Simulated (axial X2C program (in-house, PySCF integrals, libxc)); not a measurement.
# NO⁺: from Re and ωe to a spectrum

A bond curve at the CCSD(T) level, 2c, was computed with an in-house relativistic program for diatomic molecules (basis O dyall-av3z [7s6p3d2f], N dyall-av3z [7s7p3d2f] (cores contracted in-house)) for the state Ω = 0 (closed shell). Its fit gives Re = 1.0684 Å, ωe = 2357.7 cm⁻¹, ωexe = 16 cm⁻¹ and αe = 1.859e-02 cm⁻¹; the masses are 15.9949 and 14.0031 u. Two-component means X2C with spin–orbit coupling and atomic mean-field Coulomb and Gaunt terms.

Correlated methods: 10 electrons correlated (number of frozen shells: O 1 s; N 1 s), 198 virtual spin orbitals or spinors in MP2, 90 natural virtuals in coupled cluster.

(1) Find the reduced mass, Be and the force constant.

(2) Give B0, the J = 1←0 line in GHz and the most populated J at 300 K (kT = 208.5 cm⁻¹).

(3) Where do the fundamental and the first overtone lie?

(4) Estimate De from a Morse curve and compare with the computed well depth of 10.549 eV to O+ + N.

(5) A Morse curve ties αe to the other constants (Pekeris). How well does that hold?

The state is a single determinant with fixed occupations, the lowest that a limited PBE0 search found. De is counted from the lowest determinant-based energies of the atoms at the same level, without counterpoise correction. Coupled cluster ran in a truncated set of natural virtual spinors; the MP2 energy of the rest was added. (T) has no such correction and the atoms are truncated less, which lowers De at CCSD(T) by a hundredth of an eV or more.

Results:

(1) From the CCSD(T) values: μ = 7.4664 u. Be = 16.8576/(μ Re²) = 1.978 cm⁻¹. k = 5.8918×10⁻⁷ μ ωe² = 24.5 mdyn/Å.

(2) B0 = Be − αe/2 = 1.969 cm⁻¹; 2B0 = 118 GHz; J(max) ≈ √(kT/2B0) − 1/2 = 6.8, so J = 7.

(3) ν(1←0) = ωe − 2ωexe = 2325.7 cm⁻¹; ν(2←0) = 2ωe − 6ωexe = 4619.4 cm⁻¹.

(4) De(Morse) = ωe²/(4ωexe) = 10.769 eV against 10.549 eV computed, a ratio of 1.02. For De the Morse form works well here.

(5) αe(Morse) = 6Be²/ωe × (√(ωexe/Be) − 1) = 1.836e-02 cm⁻¹; the CCSD(T) curve gives 1.859e-02 cm⁻¹, a ratio of 0.99.
